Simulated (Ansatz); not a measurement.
SbH₂⁻, triplet: reading a ladder of total energies

Geometry: that of the SbH2⁻, singlet, kept fixed. The singlet lies 2.4 eV lower here.

```json
{"atom": "Sb", "x (Å)": "0.0000", "y (Å)": "-0.0198", "z (Å)": "0.0000"}
{"atom": "H", "x (Å)": "0.0000", "y (Å)": "1.1955", "z (Å)": "1.2291"}
{"atom": "H", "x (Å)": "0.0000", "y (Å)": "1.1955", "z (Å)": "-1.2291"}
```

Basis def2-TZVPD with its core potentials; Ansatz 0.2.0. Only valence electrons are correlated (noble-gas cores and the filled d shells of p-block atoms frozen), which leaves 8 electrons in 65 orbitals. R marks a restricted (for open shells ROHF) determinant, U an unrestricted one. No spin–orbit coupling is included; scalar relativity enters through the core potentials alone. This anion state lies near or above the neutral species, so the extra electron is weakly bound or unbound and the energies hang on the diffuse functions.

Full CI isn't at hand for all of this; UCCSDT(Q) serves as the reference, and is uncertain by about the last step of the cluster series.

Runs differ by some tens of microhartree through their thresholds and, for an open shell, their frozen cores, so steps under 0.03 kcal/mol mean nothing.

| level | total energy (hartree) |
| --- | --- |
| UHF | -240.338993 |
| UMP2 | -240.461321 |
| UCCSD | -240.486278 |
| UCCSD(T) | -240.492098 |
| UCCSDT | -240.493098 |
| UCCSDT(Q) | -240.493353 |

Question: What is the correlation energy at UCCSDT(Q), and what share of it do UMP2 and UCCSDT recover?

Answer: E(corr) = -240.493353 − (-240.338993) = -0.154360 hartree = -4.200 eV. UMP2: -0.122328 / -0.154360 = 79.25 %. UCCSDT: -0.154105 / -0.154360 = 99.83 %.

Question: By how many kcal/mol does UCCSD(T) miss UCCSDT(Q) (1 hartree = 627.509 kcal/mol), and which steps make up the rest?

Answer: -240.492098 − (-240.493353) = 0.001255 hartree = 0.79 kcal/mol. Steps: UCCSDT − UCCSD(T) = -0.63, UCCSDT(Q) − UCCSDT = -0.16 kcal/mol. That is within 1 kcal/mol of the reference in this basis, which itself misses far more of the correlation at the basis-set limit.
